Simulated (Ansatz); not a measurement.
Reaction (formal exchange of groups at a C–Si bond): `C[Si](C)(C)C` + `[CH3][MgH]` → `C[CH2][MgH]` + `C[SiH](C)C`

Isolated molecules relaxed with PBE0-D4/def2-TZVP in Ansatz; ΔE leaves out vibrations. CCSD(T)/CBS is the MP2 limit (def2-TZVPP, def2-QZVPP) plus CCSD(T) − MP2 in def2-TZVPP, frozen cores. Functionals use def2-TZVPP. HSE06 is defined as in plane-wave codes. For Mg outer-core shells are correlated without core-valence functions, which leaves a few kJ/mol of doubt a bond.

(1) Is it downhill or uphill in electronic energy at CCSD(T)/CBS, and by how much? (An estimate is asked.)

(2) What do these levels give: r2SCAN-D4, HSE06-D4, BLYP, BHLYP, CCSD(T)/def2-SVP, MP2/def2-TZVPP? (An estimate is asked.)

Largest T1 diagnostic among the species: 0.009.

Answers

(1) Ansatz gave: Uphill: ΔE = +69.2 kJ/mol.

(2) The calculation gave: r2SCAN-D4 72.7, HSE06-D4 68.1, BLYP 61.2, BHLYP 64.1, CCSD(T)/def2-SVP 53.3, MP2/def2-TZVPP 70.5 kJ/mol.

Leaving LDA and LC-ωPBE aside and taking each functional with its dispersion term where it has one, the values, not all of them listed here, spread over 6.7 kJ/mol, from B2PLYP to r2SCAN-D4. LDA lies +3.1 kJ/mol from PBE without D4. The D4 term adds +5.3 kJ/mol with B3LYP and +3.2 kJ/mol with PBE0; it sums over pairs of atoms, weighted by their polarisabilities, and B3LYP, whose exchange is more repulsive, gets the larger term.

B3LYP here is the variant with VWN-RPA as its local correlation; programs differ in this.
